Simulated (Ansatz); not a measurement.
A made-up structure of MgAlHCl, doublet:

| atom | x (Å) | y (Å) | z (Å) |
| --- | --- | --- | --- |
| Al1 | 2.4632 | -1.5099 | 1.5412 |
| Mg2 | 0.8010 | -0.5022 | 0.5117 |
| Cl3 | -1.5589 | 0.4001 | -0.5012 |
| H4 | -1.6798 | 1.4009 | -1.3688 |

It is relaxed with PBE-D4/def2-SVP and then PBE0-D4/def2-TZVP (Ansatz 0.2.0). Atoms count as bonded within 1.22 times the sum of their covalent radii (H–H: 0.88 Å). The end point is not checked to be a true minimum.

(1) Does its bonding change? (Judge from chemistry; the calculation decides.)

Answers

(1) By the calculation: Yes. Formed: Al1–H4; broken: Cl3–H4.

Where it ends: The first stage lowers the energy by 3.60 eV in 45 steps. It ends as MgAlHCl ([AlH][Mg][Cl]):
```tsv
atom	x (Å)	y (Å)	z (Å)
Al1	1.6630	-0.1974	0.3221
Mg2	-1.0507	-0.2309	0.1215
Cl3	-3.2209	-0.5656	0.2481
H4	2.6340	0.7828	-0.5088
```

Labels in which every atom is bracketed show which atoms are joined, not bond orders.

For scale, one of the runs: PBE0-D4/def2-TZVP relaxation, 112 basis functions, launched by `ansatz run in.yaml --threads 2 --pin off --events-out ev --progress --plain --max-ram 4352MiB`. The run took about 13 s on 2 CPU threads of an Intel Xeon 6975P-C (shared host).
